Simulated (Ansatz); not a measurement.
# CH₅ (doublet): from Hartree-Fock to the top rungs at distance C1–H5 along a hydrogen transfer = 1.013 Å, 6-31G

Aim: climb from Hartree-Fock through coupled cluster and multireference methods for CH₅ (doublet) at one geometry and basis, and see what each rung misses.

Method: 6-31G, core rule «outside noble gas», up to 1 orbitals frozen; program: Ansatz 0.2.0, Gaussian basis.

Plan: UHF; CCSD(T) on ROHF; CCSD(T) on UHF; BCCD(T) on ROHF; CISD; CCSDT(Q) on ROHF; CCSDT(Q) on UHF; CCSDTQ on ROHF; CASSCF and MRCISD+Q, 3 electrons in 3 orbitals; CASSCF and NEVPT2, 3 electrons in 3 orbitals; CASSCF and MRCISD+Q, 9 electrons in 9 orbitals; CASSCF and NEVPT2, 9 electrons in 9 orbitals; Full CI.

7 further runs of the same task are left out: 1 for a mislabelled method, 5 that didn't finish, 1 set aside as unsound or not needed.

### Step 1. The system

The geometry derives from fragments relaxed apart (PBE0/def2-TZVP) and kept rigid, so it is no stationary point. A hydrogen atom is moved between rigid fragments.

6 atoms, charge 0, spin multiplicity 2.

Atoms are counted from 1 here; the program's logs count them from 0.

Bond lengths: C1–H2 1.090 Å, C1–H3 1.090 Å, C1–H4 1.090 Å, C1–H5 1.013 Å. Angles: H2–C1–H3 109.5°, H2–C1–H4 109.5°, H2–C1–H5 109.5°, H3–C1–H4 109.5°, H3–C1–H5 109.5°, H4–C1–H5 109.5°.

### Step 2. UHF

The input, in.yaml:

```yaml
crystal:
  periodic: [false, false, false]
  atoms:
    - {symbol: C, position_ang: [-0.133150, 0.000000, 0.000000]}
    - {symbol: H, position_ang: [-0.496356, 1.027301, 0.000000]}
    - {symbol: H, position_ang: [-0.496356, -0.513650, 0.889668]}
    - {symbol: H, position_ang: [-0.496356, -0.513650, -0.889669]}
    - {symbol: H, position_ang: [0.879850, 0.000000, 0.000000]}
    - {symbol: H, position_ang: [2.195850, 0.000000, 0.000000]}
basis:
  gaussian: {orbitals: 6-31G}
magnetization: {spin_polarized: true, initial_magnetization: 1}
hamiltonian: {xc: hf}
output: {orbitals: {seedname: orbitals}}
```

Command:

```sh
$ ansatz run in.yaml --threads 1 --pin off --events-out ev --progress --plain --max-ram 2393MiB
```

Further steps of the session: CCSD(T) on ROHF; CCSD(T) on UHF; BCCD(T) on ROHF; CISD; CCSDT(Q) on ROHF; CCSDT(Q) on UHF; CCSDTQ on ROHF; CASSCF and MRCISD+Q, 3 electrons in 3 orbitals; CASSCF and NEVPT2, 3 electrons in 3 orbitals; CASSCF and MRCISD+Q, 9 electrons in 9 orbitals; CASSCF and NEVPT2, 9 electrons in 9 orbitals; Full CI.

Q: Predict the results of all the runs planned. Wanted: FCI below the RHF energy; RMP2 from FCI; UMP2 from FCI; RCCSD from FCI; RCCSD(T) from FCI; UCCSD(T) from FCI; RCCSDT(Q) from FCI; UCCSDT(Q) from FCI; NEVPT2 pair from FCI.

As calculated:

| quantity | value |
| --- | --- |
| FCI below the RHF energy | -3.2926 eV |
| RMP2 from FCI | +13.37 kcal/mol |
| UMP2 from FCI | +13.27 kcal/mol |
| RCCSD from FCI | +1.22 kcal/mol |
| RCCSD(T) from FCI | +0.20 kcal/mol |
| UCCSD(T) from FCI | +0.20 kcal/mol |
| RCCSDT(Q) from FCI | 0.00 kcal/mol |
| UCCSDT(Q) from FCI | 0.00 kcal/mol |
| NEVPT2 pair from FCI | +12.06 kcal/mol |
| MRCISD+Q pair from FCI | +0.38 kcal/mol |
| NEVPT2 valence from FCI | +5.90 kcal/mol |
| levels within 1 kcal/mol (43 meV) | RCCSD(T), UCCSD(T), BCCD(T), RCCSDT, UCCSDT, RCCSDT(Q), UCCSDT(Q), RCCSDTQ, MRCISD+Q pair, MRCISD valence, MRCISD+Q valence |
| T1 diagnostic | 0.011 |
| effectively unpaired electrons | 1.02 |

What this shows: RCCSD(T) misses by +0.20 kcal/mol, 0.3 % of the correlation energy. One determinant dominates. Of the multireference levels listed MRCISD+Q valence comes nearest in total energy (+0.04 kcal/mol), which doesn't show that its space is the better one. These misses are within one basis, not against nature; the frozen cores of restricted and unrestricted runs differ, which can shift their rows.
